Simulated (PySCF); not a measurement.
Compound: Si2H6.
Numbering: `[SiH3:1][SiH3:2]` (hydrogens: H3, H4, H5 on Si1; H6, H7, H8 on Si2)

Computed by this run: PBE0-D3(BJ)/def2-SVP geometry optimisation, gas phase in PySCF 2.14.0; density fitting, grid level 1; the optimiser is geomeTRIC in internal coordinates, started from a GFN2-xTB structure with every atom displaced at random (about 0.01 Å).

Step 0: E = -15840.6958 eV
```
atom  x, y, z in Å  |  force x, y, z in eV/Å
Si1    -1.1244    0.0914   -0.0168   -0.778   0.468  -0.429
Si2     1.1428   -0.1177    0.0120    0.724   0.188  -0.115
H3     -1.8054   -0.7888   -0.9901    0.057  -0.314  -0.286
H4     -1.5362    1.4742   -0.3876    0.115   0.197  -0.051
H5     -1.7599   -0.1731    1.2696   -0.111  -0.190   0.738
H6      1.5620   -1.4669    0.3718    0.078  -0.755   0.196
H7      1.7991    0.7831    0.9799   -0.026   0.317   0.326
H8      1.7771    0.1786   -1.2914   -0.058   0.089  -0.378
```

**Question.** Estimate the geometry and energy of step 1. (The exact step hangs on the optimiser's Hessian estimate; all steps are aligned on step 0, rigid shifts and turns removed.)

**Answer.** E = -15840.8028 eV, largest force 0.111 eV/Å
```
atom  x, y, z in Å  |  force x, y, z in eV/Å
Si1    -1.1606    0.1168   -0.0241    0.100  -0.018   0.046
Si2     1.1719   -0.1302    0.0141   -0.078   0.010   0.017
H3     -1.7453   -0.8217   -1.0269   -0.062  -0.016  -0.019
H4     -1.5067    1.5218   -0.4020   -0.023  -0.011   0.000
H5     -1.7290   -0.1813    1.3272   -0.027   0.002  -0.026
H6      1.5591   -1.5283    0.3823   -0.012   0.030  -0.008
H7      1.7479    0.8165    1.0173    0.050  -0.002  -0.009
H8      1.7178    0.1873   -1.3403    0.051   0.004   0.000
```

The energy changes by -0.1070 eV. The first-order estimate −F·Δx gives -0.2352 eV and the mean of the old and new forces, exact on a quadratic surface, -0.1073 eV. The step makes an angle of 44° with the force vector and moves no atom by more than 0.078 Å.

What follows is the cost of the whole optimisation. Hardware: one thread, Arm Neoverse N1 (aarch64), shared host. Cost: 7.5 s of wall time, 0.30 GiB resident at most.
